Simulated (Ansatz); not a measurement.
Two isomers of C3H4FN: A = `NC1(F)C=C1`, B = `N=C=CCF`.

Isolated molecules relaxed with PBE0-D4/def2-TZVP in Ansatz; ΔE leaves out vibrations. CBS: MP2 limit from def2 TZ/QZ plus the TZ coupled-cluster correction, frozen cores. DFT in def2-TZVPP. B3LYP here is the variant with VWN-RPA as its local correlation; programs differ in this. One conformer a species, not always the lowest.

**Question.** Which is lower in electronic energy at CCSD(T)/CBS, and by how much? (Estimate.)

**Answer.** Computed: B, by 17.3 kcal/mol.

**Question.** Give E(B) − E(A) in kcal/mol with B2PLYP, B3LYP, r2SCAN-D4, PBE0-D4, HF/def2-TZVPP, B3LYP-D4, CCSD(T)/def2-TZVPP. (An estimate is asked.)

**Answer.** Ansatz gave: B2PLYP -21.1, B3LYP -22.6, r2SCAN-D4 -19.5, PBE0-D4 -16.8, HF/def2-TZVPP -22.6, B3LYP-D4 -22.2, CCSD(T)/def2-TZVPP -19.1. None reverses the order clearly.

**Question.** Does the order hold for the free energy at 298.15 K (harmonic terms from PBE0-D4)? (An estimate is asked.)

**Answer.** The calculation gave: Yes: G(B) − G(A) = -18.3 kcal/mol, for one conformer each.

Largest T1 diagnostic: 0.013.

In def2-TZVPP, CCSD(T) changes the Hartree–Fock value by +3.5 kcal/mol (the triples alone add −0.1 kcal/mol) and MP2 by +5.9 kcal/mol. At CCSD(T), def2-SVP lies −1.1 kcal/mol from the extrapolated value and def2-TZVPP −1.8 kcal/mol.
